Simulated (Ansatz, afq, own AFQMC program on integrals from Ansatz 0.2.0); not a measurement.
## Where AFQMC and coupled cluster stand for AlGeH, triplet

```xyz
3

Ge    0.0000    0.2539    0.6020
Al    0.0000   -0.7545   -1.6294
H     0.0000    1.9019    0.2301
```

Connectivity, by distances: GeH–Al.

Basis cc-pVDZ. Noble-gas cores (and the filled d shells of Ga–Kr and In–Xe) are frozen. Ansatz 0.2.0 and our own AFQMC program on the same integrals; the CISD trial comes from CCSD amplitudes, and released means the phaseless constraint is let go. ± is one standard error of the sampling. No spin–orbit coupling.

Determinant: UHF, the one that the program's search chose, which needn't be the lowest solution. The geometry is a point of a scan.

No full CI on the walks' own integrals is used here; CCSDT(Q) serves as the reference and is uncertain by about the last step of the cluster series.

Cautions: no relativity below Rb; no spin-orbit coupling; inner d shell frozen; lower spins were not checked; higher spins were not checked; raised T1 diagnostic (T1 0.048, weight of the determinant 0.84, largest double 0.08); unrestricted determinant spin contaminated (⟨S²⟩ 2.13 against 2.00); the ph-AFQMC/CISD walk drifts between its halves (2.5 errors).

```
T1 diagnostic                               : 0.0483
weight of the determinant in the CISD state : 0.835
⟨S²⟩ of the determinant                     : 2.126
size of the correlated space                : 8 electrons in 31 orbitals
```

Reference: CCSDT(Q), correlation energy -4.085 eV. The released energy is read at 2.40 1/Eh (meV from the phaseless value at times in 1/Eh: -12 ± 10 at 0.24, -23 ± 11 at 0.51, -13 ± 12 at 0.99, -6 ± 12 at 1.62, -2 ± 11 at 2.40).

```json
{"level": "HF", "E − E(reference) (kJ/mol)": "394.1", "share of correlation (%)": "0.00"}
{"level": "MP2", "E − E(reference) (kJ/mol)": "113.2", "share of correlation (%)": "71.29"}
{"level": "CCSD", "E − E(reference) (kJ/mol)": "20.0", "share of correlation (%)": "94.92"}
{"level": "CCSD(T)", "E − E(reference) (kJ/mol)": "5.3", "share of correlation (%)": "98.66"}
{"level": "CCSDT", "E − E(reference) (kJ/mol)": "1.0", "share of correlation (%)": "99.75"}
{"level": "ph-AFQMC/CISD", "E − E(reference) (kJ/mol)": "2.7 ± 0.8", "share of correlation (%)": "99.31"}
{"level": "released AFQMC", "E − E(reference) (kJ/mol)": "2.5 ± 1.1", "share of correlation (%)": "99.37"}
```

A walk keeps the symmetry of its determinant, which the program's search chose and which needn't be the lowest solution, so a lower state of the same spin and another symmetry isn't excluded. Released energies are given only where the last usable release times agree within the noise; a slower fall can still hide under it.
